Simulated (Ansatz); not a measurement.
Reaction: C2H5NO (SMILES CC(N)=O) + H+ → C2H6NO+ (SMILES CC(N)=[OH+])
Each species at its own B3LYP-D3(BJ)/def2-TZVP minimum (Ansatz, an electronic-structure program), one conformer.

Total energies in hartree (Ansatz). UHF or UKS for unpaired electrons; spin-orbit terms are left out. Cores are frozen in correlated methods. No relativity.

| species | HF/cc-pVTZ | CCSD(T)/cc-pVTZ | HF/cc-pVQZ | CCSD(T)/cc-pVQZ | CCSD(T)/cc-pVDZ | CCSDT(Q)/cc-pVDZ |
|---|---|---|---|---|---|---|
| 1: C2H5NO (SMILES NC(C)=O) | -208.05966 | -208.88986 | -208.07545 | -208.95571 | -208.67023 | -208.67268 |
| 2: C2H6NO+ (SMILES NC(C)=[OH+]) | -208.41050 | -209.23314 | -208.42521 | -209.29603 | -209.01828 | -209.02055 |

### Question
Work out the proton affinity (electronic), positive where energy is released in kJ/mol: take Hartree-Fock from cc-pVQZ, extrapolate the CCSD(T) correlation energy as X^-3 (X = 3, 4), and add CCSDT(Q) - CCSD(T) in cc-pVDZ. 1 hartree = 2625.5 kJ/mol.

### Answer

Species 1: correlation (64·(-0.88026) - 27·(-0.83020))/37 = -0.91679; step -0.00245; E1 = -208.07545 + (-0.91679) + (-0.00245) = -208.99469
H+ has no electrons: E = 0
Species 2: correlation (64·(-0.87082) - 27·(-0.82264))/37 = -0.90598; step -0.00227; E2 = -208.42521 + (-0.90598) + (-0.00227) = -209.33346
+1·E1 -1·E2 = 0.33877 hartree = 889.4 kJ/mol.
